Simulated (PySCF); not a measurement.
# Vibration and rotation of NaN⁺

UHF-CCSD(T) constants of NaN⁺, ⁴Σ⁻ (quartet), unpaired electrons σ ↑, π ↑↑ (PySCF, no relativity, basis sets Na 6-31G(d,p), N 6-31G(d,p); masses 22.9898 and 14.0031 u):

| Item | Value |
| --- | --- |
| ωe | 142.0 cm⁻¹ |
| ωexe | 5.08 cm⁻¹ |
| Be | 0.2635 cm⁻¹ |
| αe | 0.00985 cm⁻¹ |
| D (centrifugal) | 3.63e-06 cm⁻¹ |
| De to Na⁺ + N | 0.146 eV |

Question: Give the vibrational terms G(v) and spacings up to v = 3.

Answer: G(v) = ωe(v+½) − ωexe(v+½)².

```tsv
v	G(v) (cm⁻¹)	G(v) − G(v−1)	Bv (cm⁻¹)
0	70		0.2586
1	202	132	0.2487
2	323	122	0.2389
3	435	112	0.2290
```

Question: How well does the Morse estimate ωe²/(4ωexe) reproduce De, and what is D0?

Answer: It gives 0.123 eV, 84 % of the computed De. D0 = De − G(0) = 0.146 − 0.009 = 0.137 eV.

Correlated steps freeze 2 core orbitals. The bond is weak. Basis-set superposition, not corrected here, can be much of De in a small basis, most of all at correlated wavefunction levels. For an ion De counts to the pair picked by the measured ionisation energies or electron affinities, which need not be the lowest pair at this level. The state is the lowest determinant that a PBE0 search found; another state may lie lower at other levels.
